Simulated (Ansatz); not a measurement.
This script drives the Python package of Ansatz (0.2.0).

`run_states.py`:
```python
"""Does a wider search find a lower mean-field state of C2H3Al?"""

import ansatz as az
import numpy as np

BASIS = "def2-SVP"
XC = "pbe0"
VDW = "d3bj"

geometry_ang = [
    ("C", (-0.6621, -0.58, -0.3655)),
    ("C", (0.4859, 0.1244, -0.8096)),
    ("Al", (0.1293, 0.3218, 0.9561)),
    ("H", (-1.4968, -1.1286, -0.6467)),
    ("H", (1.1633, 0.3613, -1.6429)),
    ("H", (0.4224, 0.8371, 2.4625)),
]
system = az.Crystal.molecule()
for symbol, xyz in geometry_ang:
    system = system.atom(symbol, xyz)
symbols = [site.symbol for site in system.cartesian_sites]

start = np.array([site.position_ang for site in system.cartesian_sites])
for factor in [1.0, 1.3]:
    xyz = (start - start.mean(axis=0)) * factor
    scaled = az.Crystal.molecule()
    for symbol, place in zip(symbols, xyz):
        scaled = scaled.atom(symbol, place.tolist())
    setup = (
        scaled.calculation()
        .basis(gaussian=BASIS)
        .functional(XC, dispersion=VDW)
        .accuracy("high")
        .spin("collinear")
    )
    for search in ("off", "standard"):
        try:
            summary = setup.scf(lower_state_search=search).run(threads=1).report
        except az.AnsatzError as error:
            print(f"x{factor} search {search}: {type(error).__name__}")
            continue
        state = summary["mean_field"]["state"]
        print(f"all distances x{factor}, search {search:8s} E = {summary['free_energy_ev']:.5f} eV  <S^2> = {abs(state['spin_squared']):.3f}  other states met: {len(summary['mean_field']['others'])}")
```

It is started by `python run_states.py`. How long does it take on 1 thread of Arm Neoverse V1, on a shared host, and how much memory does it need?

It took about 29 s, with a peak of 0.3 GiB, for 4 runs of the engine.

```console
$ python run_states.py
all distances x1.0, search off      E = -8707.22062 eV  <S^2> = 0.000  other states met: 0
all distances x1.0, search standard E = -8707.22062 eV  <S^2> = 0.000  other states met: 0
all distances x1.3, search off      E = -8700.19794 eV  <S^2> = 0.000  other states met: 0
all distances x1.3, search standard E = -8700.23854 eV  <S^2> = 0.311  other states met: 7
```

These settings explore the input space; basis and method may be short of convergence. The count of other states can hold repeated and symmetry-equivalent ends of the search; scaling all distances is a test, and for more than two atoms no physical path. The structure is a rough, unrelaxed start. The expectation value of S² is noticeably off S(S+1) in at least one run, so that state is spin-contaminated.
